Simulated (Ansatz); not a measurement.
**H2O⁺, doublet in cc-pVDZ: errors against full CI**

Geometry: a PBE0/def2-TZVP stationary point for this spin, not checked as a minimum.

```xyz
3

O     0.0000   -0.0646    0.0000
H     0.0000    0.5128   -0.8211
H     0.0000    0.5128    0.8211
```

Basis cc-pVDZ; Ansatz 0.2.0. Only valence electrons are correlated (noble-gas cores frozen), which leaves 7 electrons in 23 orbitals. R marks a restricted (for open shells ROHF) determinant, U an unrestricted one. Active spaces: valence = (7e, 6o) chosen from the atoms' valence shells.

Full CI is exact within this basis and frozen core; it isn't the basis-set limit. The frozen core follows each run's orbitals, which can shift R against U totals by a few meV.

For open shells CISD and CISDTQ are restricted-active-space CI with the open shells as a complete middle space.

```
UHF ⟨S²⟩                          : 0.757
T1 diagnostic (RCCSD)             : 0.0132
largest doubles amplitude (RCCSD) : 0.036
T1 diagnostic (UCCSD)             : 0.0076
```

| level | E − E(RHF) (eV) |
| --- | --- |
| UHF | -0.1264 |
| RMP2 | -4.2958 |
| UMP2 | -4.2961 |
| RCCSD | -4.7548 |
| UCCSD | -4.7565 |
| RCCSD(T) | -4.8161 |
| UCCSD(T) | -4.8169 |

Task: Estimate how far full CI in cc-pVDZ lies from RCCSD(T). The table doesn't fix it; the size of (T) and the diagnostics are the guide.

Result: Full CI in cc-pVDZ lies 0.30 kcal/mol below RCCSD(T), which is 21 % of the (T) step (-1.41 kcal/mol). The diagnostics are small and one determinant leads, so the series closes fast and only a small part of (T) is left.

The other levels:

```tsv
level	E − E(full CI) (kcal/mol)	share of correlation (%)	wall time
CISD	4.79	95.70	0.39 s
BCCD(T)	0.30	99.73	0.42 s
RCCSDT	0.15	99.87	–
UCCSDT	0.13	99.88	–
CISDTQ	0.08	99.93	3.5 s
RCCSDT(Q)	0.01	99.99	2.7 s
UCCSDT(Q)	-0.01	100.01	2.4 s
CASSCF (valence space)	76.57	31.24	–
NEVPT2 (valence space)	12.05	89.18	0.15 s
MRCISD (valence space)	2.16	98.06	–
MRCISD+Q (valence space)	0.02	99.98	0.45 s
```

The correlation energy at full CI, counted from RHF, is -4.829 eV. That run took 23 s on 1 thread of Arm Neoverse V2, shared host over 3,920,760 determinants.

Times hold each run's SCF and search for its determinant on a shared host, so for small cases they say little of a method's own cost; they ran on 1 thread of Arm Neoverse V2.

The full-CI state has the irrep B1 of C2v, in the program's axes.

Natural occupations of full CI about the gap: 1.981 1.967 1.963 0.994 0.027 0.024 0.010 0.007 0.005 0.005; effectively unpaired electrons, Σ n²(2−n)², 1.02.
